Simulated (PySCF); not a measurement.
One molecule, one basis, several functionals.

Species: C4H7NO.
SMILES: `C=NC(=C)OC`

Torsions of this conformer, `[CH2:1]=[N:2][C:3](=[CH2:4])[O:5][CH3:6]`: C1–N2–C3–C4 46°, N2–C3–O5–C6 7°.

PySCF, pcSseg-1 basis, density fitting, gas phase, PBE0-D3(BJ)/def2-SVP geometry. One functional is left out:

```tsv
functional	exact exchange (%)	HOMO energy (eV)	LUMO energy (eV)	dipole moment (D)
B97-D	0	-5.04	-2.16	1.822
BLYP	0	-4.93	-2.10	1.774
BP86	0	-5.19	-2.35	1.820
LDA	0	-5.26	-2.52	1.844
OPBE	0	-5.04	-2.15	1.787
PBE	0	-5.08	-2.26	1.787
B3LYP	20	-6.00	-1.46	1.963
PBE0	25	-6.22	-1.24	2.017
mPW1PW91	25	-6.25	-1.26	2.030
BHandHLYP	50	-7.21	-0.07	2.203
```

Problem. Predict the row of B97-2 (21 % exact exchange) by straight lines through the other rows, and check it.

Solution. 
```json
{"property": "HOMO energy (eV)", "line": "-6.01", "computed": "-5.97", "computed − line": "+0.04", "B3LYP (20 %), for comparison": "-6.00"}
{"property": "LUMO energy (eV)", "line": "-1.37", "computed": "-1.30", "computed − line": "+0.07", "B3LYP (20 %), for comparison": "-1.46"}
{"property": "dipole moment (D)", "line": "1.978", "computed": "1.998", "computed − line": "+0.020", "B3LYP (20 %), for comparison": "1.963"}
```
